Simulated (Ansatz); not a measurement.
Input file:

```yaml
crystal:
  periodic: [false, false, false]
  atoms:
    - {symbol: B, position_ang: [-2.335669, 0.040114, 0.000000]}
    - {symbol: H, position_ang: [-2.932402, 1.073685, 0.000000]}
    - {symbol: H, position_ang: [-2.932402, -0.993457, 0.000000]}
    - {symbol: H, position_ang: [-0.629669, 0.040114, 0.000000]}
    - {symbol: Si, position_ang: [1.015331, 0.040114, 0.000000]}
    - {symbol: H, position_ang: [1.627512, -0.834170, 1.090012]}
    - {symbol: H, position_ang: [1.627512, -0.834170, -1.090012]}
basis:
  gaussian: {orbitals: cc-pVDZ}
magnetization: {spin_polarized: false}
correlation: {method: ccsd, electrons: outside_noble_gas}
output: {forces: true}
```

```sh
$ ansatz run in.yaml --threads 1 --pin off --events-out ev --progress --plain --max-ram 2393MiB
```

(1) Roughly how long does this take on 1 thread of Arm Neoverse V1, shared host, and how much host memory?

```
531 factors; integrals over basis functions are off by at most 1.8e-3 eV
mean field evaluation 1: about -8606.5453 eV, gradient 1.4e1 eV
mean field evaluation 2: about -8606.5464 eV, gradient 1.4e1 eV
mean field evaluation 4: about -8607.8016 eV, gradient 1.7e0 eV
mean field evaluation 8: about -8607.8227 eV, gradient 7.1e-4 eV
mean field evaluation 16: about -8607.8218 eV, gradient 2.9e-1 eV
mean field -8607.82274793 eV, -316.3316513947 hartree, gradient 1.1e-6 eV, S^2 0.000000; 0 other end points of the search recorded, 0 dependent functions left out; unrestricted orbitals would lower it
6 core orbitals not correlated: weight in the atoms' cores, before any rotation towards them, 1.000 or more for the frozen orbitals, at most 0.000 for the correlated occupied ones
reference -8607.82274793 eV, -316.3316513947 hartree; 6, 6 occupied and 45, 45 virtual orbitals, 531 factors
second order -5.43413281 eV of doubles, -0.00000000 eV of singles
cycle   1  -6.39737621 eV  change   -9.6e-1 eV  update   9.2e-2
cycle   2  -6.79224275 eV  change   -3.9e-1 eV  update   4.1e-2
cycle   3  -6.85757403 eV  change   -6.5e-2 eV  update   2.3e-2
cycle   4  -6.85897524 eV  change   -1.4e-3 eV  update   1.3e-2
cycle   5  -6.86007425 eV  change   -1.1e-3 eV  update   6.5e-3
cycle   6  -6.86100841 eV  change   -9.3e-4 eV  update   3.4e-3
cycle   7  -6.86084650 eV  change    1.6e-4 eV  update   1.5e-3
cycle   8  -6.86126870 eV  change   -4.2e-4 eV  update   6.9e-4
cycle   9  -6.86133688 eV  change   -6.8e-5 eV  update   2.6e-4
cycle  10  -6.86118245 eV  change    1.5e-4 eV  update   9.2e-5
cycle  11  -6.86120063 eV  change   -1.8e-5 eV  update   3.9e-5
cycle  12  -6.86121562 eV  change   -1.5e-5 eV  update   1.2e-5
cycle  13  -6.86122960 eV  change   -1.4e-5 eV  update   4.9e-6
cycle  14  -6.86123187 eV  change   -2.3e-6 eV  update   1.9e-6
the calculation of the forces begins
Total energy: -8614.68397980 eV, -316.5837970151 hartree
Atom 0 at    -2.335669     0.040114     0.000000 Å, force     1.541773    -0.610029    -0.000000 eV/Å
Atom 1 at    -2.932402     1.073685     0.000000 Å, force     0.321564     0.518141     0.000000 eV/Å
Atom 2 at    -2.932402    -0.993457     0.000000 Å, force     0.080871    -0.403017     0.000000 eV/Å
Atom 3 at    -0.629669     0.040114     0.000000 Å, force    -2.802970     0.243814    -0.000000 eV/Å
Atom 4 at     1.015331     0.040114     0.000000 Å, force     1.788568     0.458491    -0.000000 eV/Å
Atom 5 at     1.627512    -0.834170     1.090012 Å, force    -0.464903    -0.103700     0.214567 eV/Å
Atom 6 at     1.627512    -0.834170    -1.090012 Å, force    -0.464903    -0.103700    -0.214567 eV/Å
Dipole moment:    -0.475478     0.025133     0.000000 e Å
```

Forces (eV/Å):
```
B    1.542 -0.610  0.000
H    0.322  0.518  0.000
H    0.081 -0.403  0.000
H   -2.803  0.244  0.000
Si   1.789  0.458  0.000
H   -0.465 -0.104  0.215
H   -0.465 -0.104 -0.215
```

Results:

(1) 2 s wall and 0.19 GiB.
